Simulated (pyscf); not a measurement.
Optimised with ωB97X-D3(BJ)/def2-SVP in PySCF.

Question: What is the homolytic dissociation enthalpy (298 K, ωB97M-D3(BJ)/def2-TZVP) of the Ge–O bond of HO–Ge(F)(GeH₃)–GeH₃, to OH• + F–Ge•(GeH₃)–GeH₃?

Answer: Ge–O to OH• + F–Ge•(GeH₃)–GeH₃: 99.5 kcal/mol. The 7 functionals that were run give +96.5 (B3LYP-D3(BJ)) to +101.7 kcal/mol (M06-2X). Other isomers of F–Ge•(GeH₃)–GeH₃ were not searched in full and may lie lower. Left out: the spin-orbit lowering of OH. Elements up to Kr have no core potential and no relativistic terms here.
